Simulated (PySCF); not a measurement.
H3PO4.
SMILES: `P(O)(O)(=O)O`

Torsions of this conformer, `[O:1]=[P:2]([OH:3])([OH:4])[OH:5]`: H–O3–P2–O1 46°, H–O4–P2–O1 24°, H–O5–P2–O1 -179°.

The closed-shell ground state was solved at several levels (PySCF, density fitting, gas phase, non-relativistic). The structure is a single PBE0-D3(BJ)/def2-TZVP conformer in the gas phase; no vibrational or solvent corrections.

```csv
level,basis functions,HOMO (eV),LUMO (eV),gap (eV),dipole (D)
PBE0/pcSseg-2,229,-8.84,-0.22,8.62,3.29
wB97X-D/pcSseg-2,229,-10.78,1.59,12.37,3.32
B97-2/pcSseg-2,229,-8.53,-0.19,8.34,3.28
```

(1) What might KT3/pcSseg-2 (229 basis functions) give for the same quantities?

(2) Over all these levels, which gives the widest orbital gap and which the narrowest?

(3) In the pcSseg-2 basis, how does the gap go with the fixed share of exact exchange?

(4) How far do the dipole and the HOMO energy spread over the levels?

Answers

(1) HOMO -7.28 eV, LUMO -1.25 eV, gap 6.03 eV, dipole 3.14 D.

(2) wB97X-D/pcSseg-2 (range-separated hybrid) has the widest, 12.37 eV, and KT3/pcSseg-2 (GGA) the narrowest, 6.03 eV. From the narrowest to the widest the HOMO moves by -3.50 eV and the LUMO by +2.84 eV.

(3) KT3 (0 %) 6.03 eV; B97-2 (21 %) 8.34 eV; PBE0 (25 %) 8.62 eV. Each rise in the share widens the gap here.

(4) The dipole runs from 3.14 to 3.32 D (mean 3.26 D) and the HOMO from -10.78 to -7.28 eV.
